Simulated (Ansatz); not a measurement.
Reaction (substitution at a C–O bond): `CC(F)OCO` + `C#CS` → `C#CSCO` + `CC(O)F`

Computed with Ansatz on PBE0-D4/def2-TZVP structures; ΔE is electronic, products minus reactants. CCSD(T)/CBS adds triple-zeta CCSD(T) − MP2 to the extrapolated MP2 energy (def2 sets, frozen cores). This one scheme is used for every species. Functionals use def2-TZVPP. B3LYP here is the variant with VWN-RPA as its local correlation; programs differ in this. Each species was taken in one conformer, which may not be the lowest.

```csv
level,ΔE (kJ/mol)
B3LYP-D4,-11.3
ωB97M-V,-8.2
B3LYP,-9.8
CCSD/def2-TZVPP,-3.7
```

Question: What does CCSD(T)/CBS give? (Best estimate.)

Answer: Ansatz gave: -11.3 kJ/mol. The listed levels differ from it by 0.0, 3.1, 1.5, 7.6 kJ/mol.

Largest T1 diagnostic among the species: 0.013.

In def2-TZVPP, CCSD(T) changes the Hartree–Fock value by −8.5 kJ/mol (the triples alone add −2.2 kJ/mol) and MP2 by −16.2 kJ/mol. From PBE to PBE0 (25 % exact exchange), in def2-TZVPP and without D4, ΔE moves by +3.6 kJ/mol.
